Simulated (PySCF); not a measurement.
Static response to an electric field

4-methyloxazole, C₄H₅NO.
Cartesian coordinates in Å at the GFN2-xTB level; atoms count from 1:
```
atom  x, y, z in Å
C1    -1.673   -0.220   -0.030
C2    -0.199   -0.048   -0.015
C3     0.554    1.084    0.087
O4     1.860    0.728    0.069
C5     1.843   -0.603   -0.043
N6     0.660   -1.115   -0.097
H7    -2.045   -0.361    0.984
H8    -2.155    0.654   -0.459
H9    -1.925   -1.104   -0.609
H10    0.314    2.123    0.170
H11    2.771   -1.136   -0.083
```

Level: CAM-B3LYP/def2-SVPD (PySCF), static field, nuclei fixed, core orbitals frozen in the response. The polarisability tensor in these axes (au):

```
x   65.47 -0.92 -0.19
y   -0.92 57.15  1.51
z   -0.19  1.51 38.11
```

Give the principal values, the mean and the anisotropy Δα = √{½[(α1 − α2)² + (α2 − α3)² + (α1 − α3)²]}.

Principal values 37.99, 57.16 and 65.58 au; mean 53.58 au = 7.94 Å³ = 8.83 × 10⁻⁴⁰ C²·m²/J; Δα = 24.49 au (46 % of the mean).

What is the dipole moment, and where does it point?

(-0.30, 1.35, 0.14) D, 1.39 D in size, pointing from the negative to the positive side. Measured along this direction, the outermost atoms are H11 at the negative end and H10 at the positive end.

Traceless (Buckingham) quadrupole moment about the centre of nuclear charge: eigenvalues?

-4.47, -2.38, 6.86 D·Å. The values depend on the origin, since the dipole doesn't vanish. The electronic extent ⟨r²⟩ about the same centre is 482 bohr², a root-mean-square distance of 1.75 Å for the 44 electrons.

Find the Langevin capture rate constant for O2+ (31.990 u) meeting this molecule (83.037 u), k = 2.342 × 10⁻⁹ cm³/s × √(α in Å³ / reduced mass in u).

The reduced mass is 23.09 u, so k = 1.37 × 10⁻⁹ cm³/s. The formula leaves out the permanent dipole, which adds to the capture rate.

What depolarisation ratio follows for Rayleigh scattering of linearly polarised light, taking the static tensor?

ρ = 3Δα²/(45ᾱ² + 4Δα²) = 1798.6/(129170 + 2398.2) = 0.0137.

Isolated species at its GFN2-xTB geometry, gas phase.
